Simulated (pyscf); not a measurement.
## Addition across a multiple bond or ene-type step: O=Sn: [singlet] + ammonia (NH₃) → H₂N–Sn:–OH [singlet]

Gas phase, singlet surface, charge 0. Bonds broken: N3–H4. Bonds formed: Sn1–N3, O2–H4. Structures and frequencies: ωB97X-D3(BJ)/def2-SVP in PySCF. MP2 and CC: frozen core, UHF for open shells. ΔMP2 is the change of the MP2 total energy from the triple- to the quadruple-zeta basis.

Transition state (Å):

```xyz
6

Sn     1.5385     1.5322    -0.1087
O      0.2435     1.1988    -1.4762
N      0.2068    -0.2441     0.4553
H     -0.1100     0.2352    -0.6503
H      0.5600    -1.2025     0.4508
H     -0.4924    -0.1773     1.1969
```

One imaginary mode, 1353i cm⁻¹; descent along it reached the two sides named, in the forms told below.

```
bond    change  reactant side (Å)  saddle  product side
------  ------  -----------------  ------  ------------
N3–H4   breaks              1.031   1.246           2.9
Sn1–N3   forms              2.517   2.291         2.031
O2–H4    forms              2.137   1.317         0.965
```

Electronic energies relative to the separated reactants (kJ/mol):

```csv
level,barrier,reaction energy,reverse barrier
ωB97X-D3(BJ)/def2-TZVP,-27.7,-169.9,142.2
PBE/def2-TZVP,-24.8,-127.6,102.8
r²SCAN/def2-TZVP,-29.0,-148.5,119.5
B3LYP-D3(BJ)/def2-TZVP,-18.8,-146.4,127.6
PBE0-D3(BJ)/def2-TZVP,-32.2,-159.0,126.7
M06-2X/def2-TZVP,-35.5,-182.9,147.4
ωB97M-D3(BJ)/def2-TZVP,-17.8,-156.9,139.0
HF/def2-TZVP,15.4,-186.9,202.3
MP2/def2-QZVPP,-1.3,-120.9,119.6
CCSD/def2-TZVPP,-4.6,-150.9,146.4
CCSD(T)/def2-TZVPP,-2.6,-132.2,129.6
CCSD(T)/def2-TZVPP + ΔMP2(QZVPP),-6.0,-136.4,130.3
```

With CCSD(T)/def2-TZVPP + ΔMP2(QZVPP) energies and thermal terms (ideal gas, 1 atm, RRHO with modes under 100 cm⁻¹ raised to 100, one conformer, R ln 2 for rigid chiral ones), in kJ/mol:

| T (K) | ΔH‡ | ΔG‡ | ΔH | ΔG |
|---|---|---|---|---|
| 298 | -14.3 | 26.1 | -136.4 | -100.7 |
| 600 | -14.1 | 67.1 | -131.7 | -66.2 |
| 900 | -12.1 | 107.2 | -126.8 | -34.5 |
| 1200 | -9.8 | 146.7 | -122.4 | -4.3 |

On the reactant side the descent ends in an adduct with a N–Sn contact, 64.0 kJ/mol under the separated species and 36.3 kJ/mol under the saddle at ωB97X-D3(BJ)/def2-TZVP. At ωB97X-D3(BJ), PBE, r²SCAN, B3LYP-D3(BJ), PBE0-D3(BJ), M06-2X, ωB97M-D3(BJ), MP2, CCSD, CCSD(T), CCSD(T) the saddle lies under the separated reactants, which points to a path from their complex (located at ωB97X-D3(BJ) alone). What is counted as formed (N–Sn) is already present as a longer contact in the reactant adduct; forming that adduct is a step of its own. One saddle was located; it need not be the lowest between these sides. The CCSD(T) − MP2 part came from Ansatz, without density fitting, on the same reference. The largest closed-shell T1 diagnostic is 0.033, which may signal static correlation. The frozen core leaves the outer d or s,p core shells of the metals and heavy elements correlated in the MP2 and CC values, and def2-TZVPP describes them poorly, which can shift differences by a few kcal/mol. Elements past Kr carry the def2 core potentials, without spin-orbit coupling.
